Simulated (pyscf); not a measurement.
Optimised with ωB97X-D3(BJ)/def2-SVPD in PySCF. MP2 and CC: frozen core, UHF for open shells. ΔMP2 is the change of the MP2 total energy from the triple- to the quadruple-zeta basis.

### Question
Estimate by transition-state theory (the high-pressure limit) the rate constant of CH₄ + O=CH–O⁻ → H₃C–CH(O⁻)–OH (singlet surface; C–H broken, C–C, H–O formed) at 1200 K, with CCSD(T)/def2-TZVPPD + ΔMP2(QZVPPD) energies (ideal gas, 1 atm, RRHO with modes under 100 cm⁻¹ raised to 100, one conformer, R ln 2 for chiral ones without a mode under 150 cm⁻¹; no tunnelling).

### Answer
The electronic barrier is 58.4 kcal/mol and the thermal terms add +30.5, so ΔG‡ = 88.9 kcal/mol. With k_BT/h = 2.50e+13 s⁻¹ and RT = 2.385 kcal/mol, and a volume of 1.64e-19 cm³ per molecule at 1 atm, k = 2.7e-22 cm³ molecule⁻¹ s⁻¹. The product is born with the 36 kcal/mol of the reverse barrier and needs collisions to keep. Wigner's tunnelling factor for 422i cm⁻¹ would be 1.01. A shift of 1 kcal/mol in the barrier changes k by a factor 1.5. On the product side the descent ends in a point that may be a rotor saddle (no frequency run), 6.7 kcal/mol over the lowest minimum found and 29.8 kcal/mol under the saddle at ωB97X-D3(BJ)/def2-TZVPD. At ωB97X-D3(BJ)/def2-TZVPD the barrier from the zero used here is 61.1 kcal/mol. This is the saddle that the search found; another between the same sides may lie lower. The CCSD(T) − MP2 part came from Ansatz, without density fitting, on the same reference.
